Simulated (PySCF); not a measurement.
## How the method moves the proton affinities of chlorine fluoride

Structure: `FCl` (ClF). Non-hydrogen atoms are numbered in `[F:1][Cl:2]`.

All levels share the PBE0-D3(BJ)/def2-SVP structures and the PBE0-D3(BJ)/def2-SVP thermal terms; only the single-point energies (PySCF) change. Values are proton affinities (298 K, kJ/mol).

```jsonl
{"level": "HF/aug-cc-pVTZ", "Cl2": "495", "F1": "492", "time": "0.87 s"}
{"level": "MP2/aug-cc-pVTZ", "Cl2": "497", "F1": "469", "time": "5.5 s"}
{"level": "CCSD(T)/aug-cc-pVTZ", "Cl2": "504", "F1": "484", "time": "91 s"}
{"level": "ωB97X-D3(BJ)/def2-TZVP", "Cl2": "511", "F1": "476", "time": "–"}
```

Times are wall times for all single points of a level on 1 thread of Arm Neoverse V2, a shared host; the dash marks the run that also made the structures.

Hartree-Fock leaves out electron correlation, so its proton affinities can be off by tens of kJ/mol.

The widest spread is that of F1: 22 kJ/mol, from 469 to 492.

Differences come from unrounded values, so a last digit can differ from that of the printed terms.
